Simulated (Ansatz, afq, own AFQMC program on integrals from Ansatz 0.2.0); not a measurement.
## AlSiH, quintet in cc-pVDZ, levels against CCSDTQ

```json
{"atom": "Si", "x (Å)": "0.0000", "y (Å)": "-0.0360", "z (Å)": "1.1654"}
{"atom": "Al", "x (Å)": "0.0000", "y (Å)": "-0.0118", "z (Å)": "-1.2249"}
{"atom": "H", "x (Å)": "0.0000", "y (Å)": "1.3177", "z (Å)": "0.3154"}
```

Connectivity, by distances: SiH–Al.

Basis cc-pVDZ. Only valence electrons are correlated. Integrals, coupled cluster, full CI and functionals: Ansatz 0.2.0; the random walks run on the same integrals in our own AFQMC program. The CISD trial takes its coefficients from CCSD amplitudes. Released means that phaseless walkers are propagated on without the constraint, phases kept. Uncertainties: one standard error, sampling alone.

Determinant: UHF, the one that the program's search chose, which needn't be the lowest solution. The geometry is a PBE0/def2-TZVP stationary point of this or a neighbouring charge and spin state.

No full CI on the walks' own integrals is used here; CCSDTQ serves as the reference and is uncertain by about the last step of the cluster series.

Cautions: another spin lies lower (by 3.85 eV).

The T1 diagnostic is 0.0258. The weight of the determinant in the CISD state is 0.896, the ⟨S²⟩ of the determinant is 6.046 and the size of the correlated space is 8 electrons in 31 orbitals.

Reference: CCSDTQ, correlation energy -3.335 eV. The released energy is read at 2.40 1/Eh (meV from the phaseless value at times in 1/Eh: -3.2 ± 1.7 at 0.24, -4.5 ± 1.5 at 0.51, -6.9 ± 1.2 at 0.99, -8.1 ± 1.1 at 1.62, -10.2 ± 1.4 at 2.40).

| level | E − E(reference) (meV) | share of correlation (%) |
| --- | --- | --- |
| HF | 3334.6 | 0.00 |
| MP2 | 900.1 | 73.01 |
| CCSD | 145.2 | 95.65 |
| CCSD(T) | 39.0 | 98.83 |
| CCSDT | 6.7 | 99.80 |
| CCSDT(Q) | 1.1 | 99.97 |
| ph-AFQMC/CISD | 13.0 ± 1.8 | 99.61 |
| released AFQMC | 2.8 ± 1.4 | 99.92 |

CCSDT and higher add their correlation energy to the determinant of the CCSD(T) run, since their own runs factorise the integrals more tightly (a shift of under 2 meV). A walk keeps the symmetry of its determinant, which the program's search chose and which needn't be the lowest solution, so a lower state of the same spin and another symmetry isn't excluded. Released energies are given only where the last usable release times agree within the noise; a slower fall can still hide under it.
